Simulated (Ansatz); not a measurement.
Results of LDA (Ansatz, a program for electronic structure, plane waves, PAW) for antifluorite Mg2Sn.

Run with plane-wave cutoff 520 eV, 20×20×20 k mesh, Fermi–Dirac smearing 0.05 eV, scalar-relativistic PAW data made under PBE.

Computed at the level's own relaxed cell.

Question: What does this level give for the elastic constant C12, polycrystal shear modulus (Hill average), elastic constant C44 and elastic constant C11?

Answer: 
- elastic constant C12: 29.4 GPa
- polycrystal shear modulus (Hill average): 31.0 GPa
- elastic constant C44: 35.0 GPa
- elastic constant C11: 81.3 GPa

Note: the solid has no gap at this level, which affects its response.

Elastic constants are with the ions relaxed.

Spin–orbit coupling is not included.

The result took very roughly 19 core-minutes.
